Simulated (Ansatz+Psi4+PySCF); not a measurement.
A calculation with Ansatz (development build ahead of 0.2.0).

```yaml
crystal:
  periodic: [false, false, false]
  atoms:
    - { symbol: "N", position_ang: [-0.08394, 0.64109, -0.00997] }
    - { symbol: "N", position_ang: [-0.07642, -0.53885, 0.01729] }
    - { symbol: H, position_ang: [0.86675, -1.00966, 0.01611] }
basis:
  gaussian: { orbitals: cc-pVTZ }
magnetization:
  initial_magnetization: 1
hamiltonian:
  xc: hf
correlation:
  method: mp2
  frozen_orbitals: { H: 0, "N": 1 }
```

The input is written out in the form of the current development build from the run's settings. Correlation on restricted open-shell orbitals is semicanonical, with singles.

Results

```json
{
  "Converged": "yes",
  "Reference energy": "-109.45801 hartree",
  "Correlation energy": "-0.37891 hartree",
  "Total energy": "-109.83691 hartree",
  "Spin squared of the determinant": "0.750",
  "Stability test": "minimum among restricted orbitals",
  "Occupied orbitals by symmetry in an Abelian subgroup (alpha; beta)": "7 A' 1 A''; 6 A' 1 A''"
}
```
